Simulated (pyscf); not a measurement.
**Four-centre exchange: acetylene (HC≡CH) + hydrogen chloride (HCl) -> acetylene (HC≡CH) + hydrogen chloride (HCl)**

Gas phase, singlet surface, charge 0. Bonds broken: C1–H3, Cl5–H6. Bonds formed: C1–H6, H3–Cl5. PySCF, gas phase, ωB97X-D3(BJ)/def2-SVP geometries. Correlated levels are frozen-core, on RHF or UHF. ΔMP2 is the change of the MP2 total energy from the triple- to the quadruple-zeta basis.

Transition state (Å):

```xyz
6

C     -1.1632    -0.0529     0.0268
C     -2.2237    -0.3192     0.5746
H     -0.0007    -0.4021    -0.3308
H     -3.1604    -0.5543     1.0580
Cl     1.2116     0.5433    -1.1938
H     -0.4290     0.7718    -0.5906
```

One imaginary mode, 2246i cm⁻¹; descent along it reached the two sides named.

| bond | change | reactant side (Å) | saddle | product side |
|---|---|---|---|---|
| C1–H3 | breaks | 1.077 | 1.265 | 2.417 |
| Cl5–H6 | breaks | 1.289 | 1.763 | 4.0 |
| C1–H6 | forms | 2.429 | 1.265 | 1.077 |
| H3–Cl5 | forms | 4.0 | 1.763 | 1.289 |

Electronic energies relative to the separated reactants (eV):

```
level                             barrier  reaction energy  reverse barrier
--------------------------------  -------  ---------------  ---------------
ωB97X-D3(BJ)/def2-TZVP               2.73             0.00             2.73
PBE/def2-TZVP                        2.06             0.00             2.06
r²SCAN/def2-TZVP                     2.25             0.00             2.25
B3LYP-D3(BJ)/def2-TZVP               2.44             0.00             2.44
PBE0-D3(BJ)/def2-TZVP                2.37             0.00             2.37
M06-2X/def2-TZVP                     2.68             0.00             2.68
ωB97M-D3(BJ)/def2-TZVP               2.67             0.00             2.67
HF/def2-TZVP                         3.58             0.00             3.58
MP2/def2-QZVPP                       2.73             0.00             2.73
CCSD/def2-TZVPP                      3.01             0.00             3.01
CCSD(T)/def2-TZVPP                   2.82             0.00             2.82
CCSD(T)/def2-TZVPP + ΔMP2(QZVPP)     2.77             0.00             2.77
```

With CCSD(T)/def2-TZVPP + ΔMP2(QZVPP) energies and thermal terms (ideal gas, 1 atm, RRHO with modes under 100 cm⁻¹ raised to 100, one conformer, R ln 2 for rigid chiral ones), in eV:

| T (K) | ΔH‡ | ΔG‡ | ΔH | ΔG |
|---|---|---|---|---|
| 298 | 2.59 | 2.93 | 0.00 | 0.00 |
| 600 | 2.59 | 3.27 | 0.00 | 0.00 |
| 900 | 2.60 | 3.61 | 0.00 | 0.00 |
| 1200 | 2.62 | 3.95 | 0.00 | 0.00 |

The same reactants have a lower exit, to H₂C=CH–Cl (barrier +1.91 eV at ωB97M-D3(BJ), against +2.67 eV here). This is the saddle that the search found; another between the same sides may lie lower. The CCSD(T) − MP2 part came from Ansatz, without density fitting, on the same reference.
